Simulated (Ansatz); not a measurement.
Results of r²SCAN in Ansatz (plane waves, PAW) for bcc W.

Run with plane-wave cutoff 500 eV, 12×20×1 k mesh (along the axes of the cell as run), Fermi–Dirac smearing 0.1 eV, scalar-relativistic PAW data made under PBE.

**Question.** Give the computed surface energy of the (211) face and work function of the (211) face.

**Answer.** 
surface energy of the (211) face: 3.73 J/m²
work function of the (211) face: 4.35 eV

The slab of 12 atoms is relaxed and unreconstructed.

Spin–orbit coupling is not included.

The computed numbers hold no vibrational or temperature effects.

Ansatz is a first-principles code.
